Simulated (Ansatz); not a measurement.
Geometry optimisation, Ansatz 0.2.0, RKS PBE0-D4/def2-SVPD.

input.yaml

```yaml
crystal:
  periodic: [false, false, false]
  atoms:
    - { symbol: Al, position_ang: [0.063467, 0.420503, -0.511076] }
    - { symbol: O, position_ang: [-0.051646, 0.001167, 2.419433] }
    - { symbol: H, position_ang: [-0.943359, -0.145707, 2.753469] }
    - { symbol: H, position_ang: [1.463676, -0.126326, -0.979436] }
    - { symbol: H, position_ang: [-1.360369, -0.150363, -0.882608] }
    - { symbol: F, position_ang: [0.06599, 1.891173, 0.330709] }
    - { symbol: H, position_ang: [0.00124, 0.968052, 2.240309] }
basis:
  gaussian: { orbitals: def2-SVPD }
hamiltonian:
  xc: pbe0
  dispersion: d4
relax:
  f_tol: 0.03
  max_steps: 50
```

Command:

```bash
$ ansatz run input.yaml --threads 2 --pin off --max-ram 3072MiB --backend cpu --events-out ev --progress --plain --runs-dir out
```

Q: Where does it end, and by what steps?

A: It converged. After 8 steps the energy has fallen by 0.619 eV; H3 moved furthest, 0.56 Å. Joined: Al1–O2 (2.96 → 2.02 Å).

```csv
step,energy less start (eV),largest force component (eV/Å),accepted
0,0.0000,0.853,yes
1,-0.1403,1.233,yes
2,-0.3675,1.496,yes
3,-0.5510,1.061,yes
4,-0.6001,0.479,yes
5,-0.6146,0.117,yes
6,-0.6177,0.057,yes
7,-0.6186,0.056,yes
8,-0.6189,0.020,yes
```

```xyz
7
Properties=species:S:1:pos:R:3
Al 0.023 0.409 -0.111
O -0.029 0.101 1.887
H -0.801 -0.349 2.249
H 1.379 -0.241 -0.609
H -1.410 -0.155 -0.513
F 0.093 2.088 0.232
H -0.016 1.006 2.236
```

Whether the end is a true minimum wasn't checked by a vibrational analysis.

The run took 18 s on 2 threads of Arm Neoverse V1, on a shared host, peak memory 0.17 GiB.
